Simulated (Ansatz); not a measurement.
# BN (triplet): from Hartree-Fock to the top rungs, def2-TZVPP

One table from this session's results is given with a row withheld; the runs are named, their logs left out.

Method: def2-TZVPP, core rule «outside noble gas», up to 2 orbitals frozen; program: Ansatz 0.2.0, Gaussian basis.

Plan: UHF; ROHF; CCSD(T) on UHF.

2 further runs of the same task are left out: 2 set aside as unsound or not needed.

## What is computed

The geometry is a PBE0/def2-TZVP stationary point (not a proven minimum) of the parent state, kept for this charge and spin.

2 atoms, charge 0, spin multiplicity 3.

Atoms are counted from 1 here; the program's logs count them from 0.

Bond lengths: B1–N2 1.262 Å.

Set-up of the first run:

File in.yaml:

```yaml
crystal:
  periodic: [false, false, false]
  atoms:
    - {symbol: B, position_ang: [0.000000, 0.000000, 0.000000]}
    - {symbol: N, position_ang: [0.000000, 0.000000, 1.261538]}
basis:
  gaussian: {orbitals: def2-TZVPP}
magnetization: {spin_polarized: true, initial_magnetization: 2}
hamiltonian: {xc: hf}
output: {orbitals: {seedname: orbitals}}
```

Started as:

```
$ ansatz run in.yaml --threads 1 --pin off --events-out ev --progress --plain --max-ram 4096MiB --backend cpu
```

Steps of the session up to this table: UHF; ROHF; CCSD(T) on UHF.

One of the session's tables, all rows but one given; the rest of the session is left out.

```
  method  from UCCSD(T) (meV)
    ROHF                    ?
     UHF              +6667.3
    UMP2               +825.9
   UCCSD               +310.5
UCCSD(T)                    0
```

**Question.** Estimate the row for ROHF.

The run gave: from UCCSD(T) (meV): +6783.5. In the column «from UCCSD(T) (meV)» it is the highest.
